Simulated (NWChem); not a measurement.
# diphosphorus (P₂); SMILES P#P

All runs: NWChem. Pople sets run with spherical d functions. Each level has its own optimisation. Entropies are gas-phase, rigid-rotor, harmonic values for NWChem's default masses at 298.15 K and 1 bar, so the errors hold that model's part too (torsions, anharmonicity).

Measured entropy at 1 bar: 52.1 cal/(mol K) (CRC Handbook, as tabulated in the package chemicals).

```tsv
level	entropy at 1 bar (cal/(mol K))	computed − measured
CAM-B3LYP/def2-SVP	52.0	-0.1
Hartree-Fock/6-31G*	51.9	-0.2
B3LYP/def2-TZVP	52.1	0.0
B3LYP/6-31G*	52.1	0.0
```
